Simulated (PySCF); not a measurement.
Run record: EPR job, `C[C@@H]1[C]=C[C@H]1C` [radical].

Computed with UKS B3LYP, pcH-1 on C H, non-relativistic, mean-field spin-orbit, GIAO (PySCF 2.14.0). Geometry: GFN2-xTB. A driver script takes a list of jobs; this job's settings line and coordinates (Å) are shown.

Command:
```bash
OMP_NUM_THREADS=1 python probes_run.py task.json out
```

Input:
```
{"job": {"kind": "epr", "basis": "pcH-1"}, "charge": 0, "multiplicity": 2}
C     -2.015284    -0.315506    -0.368729
C     -0.689531    -0.050496     0.314343
C     -0.415962     1.369500     0.748300
C      0.634034     1.595977    -0.017735
C      0.546267     0.193005    -0.608313
C      1.747875    -0.697043    -0.353278
H     -2.211028     0.440685    -1.126143
H     -2.006692    -1.295101    -0.844051
H     -2.823476    -0.292628     0.358928
H     -0.501266    -0.787170     1.097089
H      1.319295     2.399863    -0.191946
H      0.267660     0.199414    -1.665018
H      2.019452    -0.676571     0.700072
H      2.599870    -0.351377    -0.935606
H      1.524371    -1.724565    -0.635481
```

Q: Estimate the output.

A: 
```
UKS, coarse grid
  cycle   1  E = -233.88927288  |g| = 3.04e-01
  cycle   2  E = -233.88435041  |g| = 3.30e-01
  cycle   3  E = -233.94064886  |g| = 3.74e-02
  cycle   4  E = -233.94076756  |g| = 3.63e-02
  cycle   5  E = -233.94145536  |g| = 8.85e-03
  cycle   6  E = -233.94150475  |g| = 4.76e-03
  cycle   7  E = -233.94152403  |g| = 1.46e-03
  cycle   8  E = -233.94153186  |g| = 6.25e-04
UKS, final grid
  cycle   1  E = -233.94149832  |g| = 4.41e-04
  cycle   2  E = -233.94149872  |g| = 4.48e-04
  cycle   3  E = -233.94149888  |g| = 2.37e-04
  cycle   4  E = -233.94149904  |g| = 2.02e-04
  cycle   5  E = -233.94149909  |g| = 4.52e-05
  cycle   6  E = -233.94149909  |g| = 5.80e-06
E = -233.94149909 Eh   <S^2> = 0.7569 (exact 0.7500)
g shifts (ppm)      1          2          3
  rmc          -167       -167       -167
  gc             15         10        -15
  oz_so        -942        -26        859
  total       -1094       -182        677
hyperfine (MHz)  atom isotope    a_iso     a_fc   dipolar eigenvalues
    0   13C      -0.75      -0.75     -1.06     -0.81      1.88
    1   13C      29.56      29.56    -14.49    -12.18     26.67
    2   13C     349.50     349.50    -73.17    -55.42    128.59
    3   13C       5.18       5.18    -25.05     -2.09     27.14
    4   13C      92.06      92.06     -9.79     -7.94     17.72
    5   13C       8.92       8.92     -2.04     -1.61      3.64
    6    1H      -0.32      -0.32     -3.39     -2.35      5.73
    7    1H       2.44       2.44     -2.00     -1.59      3.59
    8    1H       2.35       2.35     -3.04     -2.33      5.37
    9    1H      -2.17      -2.17     -8.50     -4.36     12.86
   10    1H      17.44      17.44     -7.42     -3.40     10.82
   11    1H      21.67      21.67     -5.53     -1.02      6.55
   12    1H       5.32       5.32     -2.68     -1.27      3.95
   13    1H       3.00       3.00     -1.78     -1.10      2.88
   14    1H       4.28       4.28     -1.84     -1.10      2.94
```

rmc, gc and oz_so are the mass-correction, gauge-correction and orbital-Zeeman/spin–orbit parts of the g shift along its three principal axes; a_iso is the isotropic hyperfine coupling and a_fc its Fermi-contact part. Atoms in this output count from 0.

Q: Get g_iso from the total shifts.

A: Their mean is -200 ppm; added to g_e = 2.002319 it gives 2.00212.

Q: How far is ⟨S²⟩ from the pure-spin value?

A: S = 0.5 gives S(S+1) = 0.75; the run has 0.7569, 0.0069 more.

In short: ⟨S²⟩ 0.757; g_iso 2.0021.

Geometry: GFN2-xTB; no solvent, vibrations or thermal averaging.

Q: Estimate the wall time. Hardware: one thread of an AMD EPYC 7B13 (shared host). And the peak memory of the process?

A: About 34 s (density and orbital grids were written too), with 0.96 GiB resident at the peak, the Python interpreter and its libraries included.
Labels such as C1 count atoms from 1, the log's own numbers from 0.
